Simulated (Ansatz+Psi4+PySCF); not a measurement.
Two shapes of doublet N₂H.

Shape 1:

```xyz
3

N    -0.0664    0.6503    0.0004
N    -0.0561   -0.5174   -0.0076
H     0.8700   -0.9803   -0.0075
```

Shape 2:

```xyz
3

N    -0.0624    0.6595    0.0000
N    -0.0624   -0.5187    0.0000
H     0.8742   -0.9855    0.0000
```

Basis set: cc-pVTZ (spherical functions). Frozen core: 2 orbitals. Correlation on ROHF uses semicanonical orbitals with singles. Charge 0, multiplicity 2.

Computed with Ansatz (development build ahead of 0.2.0); each method stands on the lowest determinant of its kind that the runs found.

Question: Which shape is lower in energy, and by how much in each method?

Answer:

```
      method  E(2) − E(1) (eV)
    ROHF-MP2            -0.004
     UHF-MP2             0.059
    UHF-CCSD            -0.006
ROHF-CCSD(T)            -0.014
 UHF-CCSD(T)            -0.012
```

The methods disagree on the order. Caution for UHF-MP2, UHF-CCSD, UHF-CCSD(T): large amplitudes, a single reference is doubtful; the unrestricted determinant is spin contaminated.
